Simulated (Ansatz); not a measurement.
**Extrapolating CCSD(T) to the basis-set limit: N2H4 (hydrazine)**

N2H4: 6 atoms, total charge 0, spin state singlet. As SMILES, `NN`. The shape is that of a PBE0-D4/def2-TZVP optimisation. This is one conformer, not always the lowest.

CCSD(T) energies, 2 core orbitals frozen (Ansatz 0.2.0):

```tsv
basis	X	functions	Hartree–Fock (Eh)	correlation (Eh)
cc-pV(D+d)Z	2	48	-111.186502	-0.382798
cc-pV(T+d)Z	3	116	-111.224554	-0.473564
cc-pV(Q+d)Z	4	230	-111.233895	-0.501697
```

The +d sets add a tight d function on Al to Ar only. The correlation energy converges as X⁻³, the Hartree–Fock energy about exponentially.

Extrapolate to the complete basis.


1. Correlation: E(∞) = (4³ E(4) − 3³ E(3))/(4³ − 3³) = (64 × (-0.501697) − 27 × (-0.473564))/37 = -0.522226 Eh.
2. Hartree–Fock: successive steps shrink by 0.245; summing the geometric tail gives -111.233895 + (-0.009341) × 0.245/(1 − 0.245) = -111.236934 Eh.
3. Total: -111.236934 + (-0.522226) = -111.759160 Eh.
4. cc-pV(Q+d)Z holds 96.1 % of the extrapolated correlation energy, cc-pV(T+d)Z 90.7 %.

This is an estimate of the method's limit, not an exact energy.
